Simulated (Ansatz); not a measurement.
Basis-set series for H₃O+ (`[OH3+]`). The species carries charge 1 and has multiplicity 1. Geometry: relaxed with PBE0-D4/def2-TZVP.

```tsv
functional	basis	functions	energy (Eh)	HOMO (eV)	LUMO (eV)
PBE0-D4	def2-TZVPP	73	-76.65871	-20.66	-7.07
PBE0-D4	def2-QZVPP	147	-76.66280	-20.68	-7.14
ωB97M-V	def2-TZVPP	73	-76.70684	-23.21	-5.50
ωB97M-V	def2-QZVPP	147	-76.71092	-23.23	-5.63
```

(1) Give the rows for def2-SVP. (Best estimate.)

## Answers

(1) The calculation gave: 
```json
{"functional": "PBE0-D4", "basis": "def2-SVP", "functions": "29", "energy (Eh)": "-76.56247", "HOMO (eV)": "-20.56", "LUMO (eV)": "-6.72"}
{"functional": "ωB97M-V", "basis": "def2-SVP", "functions": "29", "energy (Eh)": "-76.60815", "HOMO (eV)": "-23.11", "LUMO (eV)": "-5.05"}
```

Program: Ansatz 0.2.0.
